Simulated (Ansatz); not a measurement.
# BNH (quartet): the correlation ladder at distance B1–H3 = 2.188 Å, 6-31G

Aim: climb from Hartree-Fock through coupled cluster and multireference methods for BNH (quartet) at one geometry and basis, and see what each rung misses.

Method: 6-31G, core rule «outside noble gas», up to 2 orbitals frozen; program: Ansatz 0.2.0, Gaussian basis.

To be run: UHF; CCSD(T) on ROHF; CCSD(T) on UHF; BCCD(T) on ROHF; CISD; CCSDT(Q) on ROHF; CCSDT(Q) on UHF; CCSDTQ on ROHF; CASSCF and MRCISD+Q, 5 electrons in 5 orbitals; CASSCF and NEVPT2, 5 electrons in 5 orbitals; CASSCF and MRCISD+Q, 9 electrons in 9 orbitals; CASSCF and NEVPT2, 9 electrons in 9 orbitals; Full CI.

17 further runs of the same task are left out: 12 that didn't finish, 5 set aside as unsound or not needed.

## (1) The system

The geometry derives from a PBE0/def2-TZVP stationary point (not a proven minimum). One bond is set to the value named and the two fragments are kept rigid.

3 atoms, charge 0, spin multiplicity 4.

Atoms are counted from 1 here; the program's logs count them from 0.

Bond lengths: B1–N2 1.503 Å.

## (2) UHF

in.yaml reads:

```yaml
crystal:
  periodic: [false, false, false]
  atoms:
    - {symbol: B, position_ang: [0.000000, -0.215653, 0.749651]}
    - {symbol: N, position_ang: [0.000000, 0.057000, -0.728338]}
    - {symbol: H, position_ang: [0.000000, 1.520972, 2.080619]}
basis:
  gaussian: {orbitals: 6-31G}
magnetization: {spin_polarized: true, initial_magnetization: 3}
hamiltonian: {xc: hf}
output: {orbitals: {seedname: orbitals}}
```

Run with:

```
$ ansatz run in.yaml --threads 1 --pin off --events-out ev --progress --plain --max-ram 2393MiB
```

After this run come: CCSD(T) on ROHF; CCSD(T) on UHF; BCCD(T) on ROHF; CISD; CCSDT(Q) on ROHF; CCSDT(Q) on UHF; CCSDTQ on ROHF; CASSCF and MRCISD+Q, 5 electrons in 5 orbitals; CASSCF and NEVPT2, 5 electrons in 5 orbitals; CASSCF and MRCISD+Q, 9 electrons in 9 orbitals; CASSCF and NEVPT2, 9 electrons in 9 orbitals; Full CI.

Before running them: what should the planned runs give, taken together? Wanted: FCI below the RHF energy; RMP2 from FCI; UMP2 from FCI; RCCSD from FCI; RCCSD(T) from FCI; UCCSD(T) from FCI; RCCSDT(Q) from FCI; UCCSDT(Q) from FCI; NEVPT2 pair from FCI.

**Answer**, as computed:

| quantity | value |
| --- | --- |
| FCI below the RHF energy | -4.3061 eV |
| RMP2 from FCI | +19.89 kcal/mol |
| UMP2 from FCI | +29.89 kcal/mol |
| RCCSD from FCI | +6.47 kcal/mol |
| RCCSD(T) from FCI | +1.59 kcal/mol |
| UCCSD(T) from FCI | +2.39 kcal/mol |
| RCCSDT(Q) from FCI | -0.01 kcal/mol |
| UCCSDT(Q) from FCI | -0.29 kcal/mol |
| NEVPT2 pair from FCI | +22.22 kcal/mol |
| MRCISD+Q pair from FCI | +6.56 kcal/mol |
| NEVPT2 valence from FCI | +8.65 kcal/mol |
| levels within 1 kcal/mol (43 meV) | RCCSDT, UCCSDT, RCCSDT(Q), UCCSDT(Q), RCCSDTQ, MRCISD+Q valence |
| T1 diagnostic | 0.058 |
| effectively unpaired electrons | 3.17 |

What this shows: RCCSD(T) misses by +1.59 kcal/mol, 1.6 % of the correlation energy. CCSD(T) misses by +1.59 kcal/mol on the restricted determinant and by +2.39 kcal/mol on the unrestricted one; the two need not hold the same state or core. UCCSDT(Q) falls below full CI: unrestricted runs freeze a spin-polarised core, another one than full CI's, and coupled cluster isn't variational. The occupations are near whole numbers, but T1 = 0.058 shows that the orbitals relax strongly. Of the multireference levels listed MRCISD+Q valence comes nearest in total energy (+0.71 kcal/mol), which doesn't show that its space is the better one. Coupled cluster took another determinant than the lowest Hartree-Fock one. These misses are within one basis, not against nature; the frozen cores of restricted and unrestricted runs differ, which can shift their rows.
